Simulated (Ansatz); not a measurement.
AlSiH4Cl, singlet: at the start structure of a reaction step.

Input (in.yaml):

```yaml
crystal:
  periodic: [false, false, false]
  atoms:
    - {symbol: Al, position_ang: [-1.238675, -0.517957, 0.177648]}
    - {symbol: Si, position_ang: [1.041416, 0.296753, -0.176842]}
    - {symbol: H, position_ang: [-1.726114, -2.010552, -0.008806]}
    - {symbol: Cl, position_ang: [-2.702396, 0.866778, 0.781841]}
    - {symbol: H, position_ang: [1.987624, -0.408744, 0.734333]}
    - {symbol: H, position_ang: [1.158796, 1.759531, 0.065596]}
    - {symbol: H, position_ang: [1.479448, 0.014192, -1.573770]}
basis:
  gaussian: {orbitals: def2-TZVPP}
hamiltonian: {xc: {name: BLYP}, dispersion: d4}
```

Command:

```bash
ansatz run in.yaml --threads 2 --pin off --events-out ev --progress --plain --max-ram 4352MiB
```

Output of Ansatz 0.2.0:

```
Functional definition: BLYP
  name "BLYP"
  cite "Becke, Phys. Rev. A 38, 3098 (1988) doi:10.1103/PhysRevA.38.3098"
  cite "Lee, Yang & Parr, Phys. Rev. B 37, 785 (1988) doi:10.1103/PhysRevB.37.785"
  parameter beta = 0.0042
  parameter a = 0.04918
  parameter b = 0.132
  parameter c = 0.2533
  parameter d = 0.349
  exchange = b88_x(beta = beta)
  correlation = lyp_c(a = a, b = b, c = c, d = d)
1087 factors; their error is unknown
mean field evaluation 1: about -27062.2105 eV, gradient 2.5e1 eV
mean field evaluation 2: about -27062.5024 eV, gradient 2.7e1 eV
mean field evaluation 4: about -27064.4271 eV, gradient 2.1e0 eV
mean field evaluation 8: about -27064.4386 eV, gradient 7.6e-2 eV
mean field evaluation 16: about -27064.4108 eV, gradient 1.6e-5 eV
mean field -27064.41084836 eV, -994.5987537607 hartree, gradient 1.6e-5 eV, S^2 0.000000; 0 other end points of the search recorded, 0 dependent functions left out
reference -27064.41123168 eV, -994.5987678474 hartree; 24, 24 occupied and 158, 158 virtual orbitals, 1087 factors
Total energy: -27064.69810821 eV, -994.6093103656 hartree
```

Hardware: 2 CPU threads of an Arm Neoverse V1, shared host. Wall time about 2.1 s.
